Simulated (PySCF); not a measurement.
A small calculation by hand: entropy of an ideal gas

butadiene cation (C4H6), SMILES C=CC=C (connectivity only; charge and spin as stated), charge +1, multiplicity 2.

Geometry: PBE0-D3(BJ)/def2-SVP. The multiplicity is an assumed one; other spin states were not compared. The values are those of a single conformer.

PBE0-D3(BJ)/def2-SVP in PySCF 2.14.0 gives the harmonic wavenumbers 191, 292, 431, 515, 515, 911, 936, 993, 1012, 1036, 1046, 1278, 1281, 1292, 1350, 1476, 1513, 1682, 3168, 3170, 3199, 3205, 3292, 3293 cm⁻¹ and the rotational temperatures 1.9515, 0.2128, 0.1919 K. The molar mass is 54.09 g/mol, the symmetry number 2, the spin multiplicity 2.

Problem. Work out the entropy at 298.15 K and 1 atm in the rigid-rotor, harmonic-oscillator model.

Solution. 
Translation (Sackur–Tetrode at 1 atm): S = R[1.5 ln M + 2.5 ln T − 1.16487] = 158.5 J/(mol K).
Rotation: q = (√π/σ) T^1.5/√(θA θB θC) = 16200, S = R[ln q + 3/2] = 93.0 J/(mol K).
Vibration: with u = 1.4388 ν/T, each mode gives R[u/(e^u − 1) − ln(1 − e^−u)]:
```tsv
ν (cm⁻¹)	modes	u	S (J/(mol K))
191	1	0.92	9.28
292	1	1.41	6.12
431	1	2.08	3.58
515	2	2.49	5.20
911	1	4.40	0.56
936	1	4.52	0.51
993	1	4.79	0.40
1012	1	4.88	0.37
1036	1	5.00	0.34
1046	1	5.05	0.32
1278	1	6.17	0.13
1281	1	6.18	0.12
1292	1	6.23	0.12
1350	1	6.51	0.09
1476	1	7.12	0.05
1513	1	7.30	0.05
1682	1	8.12	0.02
```
The stiffer modes add less than 0.005 each. Sum 27.3 J/(mol K).
Spin: R ln 2 = 5.8 J/(mol K).
Total 284.6 J/(mol K); the program's own thermochemistry gives 284.6. Translation makes up 56 % and vibration 10 %. Anharmonicity, hindered rotation and orbital degeneracy are left out.
